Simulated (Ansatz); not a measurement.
Pb, fcc: geometry optimisation

These are results of DFT, revPBE, plane waves (420 eV) with PAW, scalar-relativistic (Ansatz 0.2.0), not measurements. (PAW data from PBE, frozen cores regenerated.)

k-point mesh 11×11×11, Fermi-Dirac smearing 0.1 eV, no spin polarisation. Cell and atoms relax.

Starting structure:

```yaml
crystal:
  lattice:
    - [0.0, 2.47525, 2.47525]
    - [2.47525, 0.0, 2.47525]
    - [2.47525, 2.47525, 0.0]
  atoms:
    - { symbol: Pb, position: [0.0, 0.0, 0.0] }
hamiltonian:
  xc: revpbe
  pseudopotentials:
    kind: paw
    azcp:
      Pb: "pseudopotentials/Pb.paw.azcp"
basis:
  ecutwfc: 420
  fft_grid_basis: typed
kpoints:
  mp_grid: { grid: [11, 11, 11], shift: [0, 0, 0] }
magnetization:
  spin_polarized: false
scf:
  occupations: { method: fermi_dirac, width: 0.1 }
relax:
  max_steps: 60
  f_tol: 0.01
  cell: {}
```

Problem. What cell does the relaxation end in?

Solution. Fm-3m with a = 5.082 Å; 32.82 Å³ per atom against 30.33 at the start (8.2 %).

Problem. How much energy does the relaxation gain?

Solution. 24.6 meV per atom.

Path of the relaxation (the plane waves are chosen anew near the end, which can shift the energy a little):

```json
{"step": "0", "E − E(final) (meV/atom)": "24.58", "V (Å³/atom)": "30.331", "P (GPa)": "3.41", "max force (eV/Å)": "0.000"}
{"step": "1", "E − E(final) (meV/atom)": "0.33", "V (Å³/atom)": "32.746", "P (GPa)": "0.09", "max force (eV/Å)": "0.000"}
{"step": "2", "E − E(final) (meV/atom)": "0.31", "V (Å³/atom)": "32.820", "P (GPa)": "0.01", "max force (eV/Å)": "0.000"}
{"step": "3", "E − E(final) (meV/atom)": "0.00", "V (Å³/atom)": "32.820", "P (GPa)": "0.01", "max force (eV/Å)": "0.000"}
```
